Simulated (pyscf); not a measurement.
# Four-centre exchange: `[BH2][CH3]` + `[CH4]` → `[BH2][CH3]` + `[CH4]`

Gas phase, singlet surface, charge 0. Bonds broken: C1–H9, H3–C8. Bonds formed: C1–H3, C8–H9. Structures and frequencies: ωB97X-D3(BJ)/def2-SVP in PySCF. Correlated levels are frozen-core, on RHF or UHF. ΔMP2 is the change of the MP2 total energy from the triple- to the quadruple-zeta basis.

Transition state (Å):

```xyz
12

C     -0.5666     0.3350    -0.8344
B     -1.5454    -0.7557    -1.1353
H      0.1344     0.2070     0.6465
H     -0.8306     1.3996    -0.9152
H      0.5070     0.1379    -1.0315
H     -1.1826    -1.9199    -1.1918
H     -2.7386    -0.5300    -1.2288
C      0.0430    -0.0745     1.9940
H     -0.6959    -0.0399     0.8815
H      0.8439    -0.8234     2.0487
H     -0.8713    -0.4835     2.4586
H      0.2985     0.8926     2.4446
```

One imaginary mode, 2742i cm⁻¹; descent along it reached the two sides named.

```tsv
bond	change	reactant side (Å)	saddle	product side
C1–H9	breaks	1.113	1.761	3.4
H3–C8	breaks	1.100	1.380	3.5
C1–H3	forms	3.8	1.643	1.118
C8–H9	forms	3.1	1.336	1.100
```

Electronic energies relative to the separated reactants (eV):

```tsv
level	barrier	reaction energy	reverse barrier
ωB97X-D3(BJ)/def2-TZVP	4.52	0.00	4.52
PBE/def2-TZVP	3.83	0.00	3.83
r²SCAN/def2-TZVP	4.09	0.00	4.09
B3LYP-D3(BJ)/def2-TZVP	4.28	0.00	4.28
PBE0-D3(BJ)/def2-TZVP	4.12	0.00	4.12
M06-2X/def2-TZVP	4.46	0.00	4.46
ωB97M-D3(BJ)/def2-TZVP	4.40	0.00	4.40
HF/def2-TZVP	5.61	0.00	5.61
MP2/def2-QZVPP	4.35	0.00	4.35
CCSD/def2-TZVPP	4.71	0.00	4.71
CCSD(T)/def2-TZVPP	4.50	0.00	4.50
CCSD(T)/def2-TZVPP + ΔMP2(QZVPP)	4.47	0.00	4.47
```

With CCSD(T)/def2-TZVPP + ΔMP2(QZVPP) energies and thermal terms (ideal gas, 1 atm, RRHO with modes under 100 cm⁻¹ raised to 100, one conformer, R ln 2 for chiral ones without a mode under 150 cm⁻¹), in eV:

```csv
T (K),ΔH‡,ΔG‡,ΔH,ΔG
298,4.30,4.67,0.00,0.00
600,4.35,5.03,0.00,0.00
900,4.40,5.36,0.00,0.00
1200,4.45,5.68,0.00,0.00
```

The same reactants have a lower exit, to H₃C–BH–CH₃ + H₂ (barrier +1.04 eV at ωB97M-D3(BJ)/def2-TZVP, against +4.40 eV here). One saddle was located; it need not be the lowest between these sides. The CCSD(T) − MP2 part came from Ansatz, without density fitting, on the same reference.
